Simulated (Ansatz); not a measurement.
Energy needed to pull apart AlBH4O (SMILES [BH2][AlH][OH]), singlet, into free ground-state atoms, from the structure below (displaced at random from a GFN2-xTB minimum); no zero-point or spin–orbit terms; open-shell atoms are treated unrestricted, in their ground-state multiplicity.

```tsv
atom	x (Å)	y (Å)	z (Å)
B1	-1.2992	0.4927	-0.6058
Al2	0.3328	0.1044	0.7612
O3	1.5616	-0.7746	0.0648
H4	-2.0706	-0.3341	-0.9180
H5	-1.2918	1.4548	-1.4400
H6	0.5143	0.4770	2.4332
H7	2.4793	-1.3113	-0.2707
```

Ansatz 0.2.0; basis: def2-TZVPP; cores frozen in the correlated methods. B3LYP uses VWN-RPA correlation.

| method | atomization energy (eV) |
| --- | --- |
| SPW92 | ? |
| PBE-D4 | 22.02 |
| r2SCAN-D4 | 22.01 |
| PBE0-D4 | 21.61 |
| B3LYP-D4 | 21.92 |
| wB97M-V | ? |
| HF | 16.07 |
| MP2 | 21.65 |
| CCSD | 21.06 |
| CCSD(T) | 21.33 |

Task: What does SPW92 give? (To be estimated.)

Result: The calculation gives: 24.71 eV, which is about 3.39 eV more than CCSD(T)/def2-TZVPP.

Task: What does wB97M-V give? (An estimate is asked for; the value comes from the calculation.)

Result: By the calculation: 21.95 eV, which is about 0.63 eV more than CCSD(T)/def2-TZVPP.

In triple zeta the MP2 and coupled-cluster atomization energies are still short of their basis limit by a few kcal/mol a bond, whereas those of the functionals are nearly converged, so these differences are not deviations from converged CCSD(T).

No T1 diagnostic of these runs exceeds 0.013.

For scale, one of the runs: CCSD(T)/def2-TZVPP forces, 160 basis functions (an equivalent command: `ansatz run in.yaml --threads 4`). Hardware: 4 CPU threads, shared host. Wall time 43 s; peak host memory 2.2 GiB.
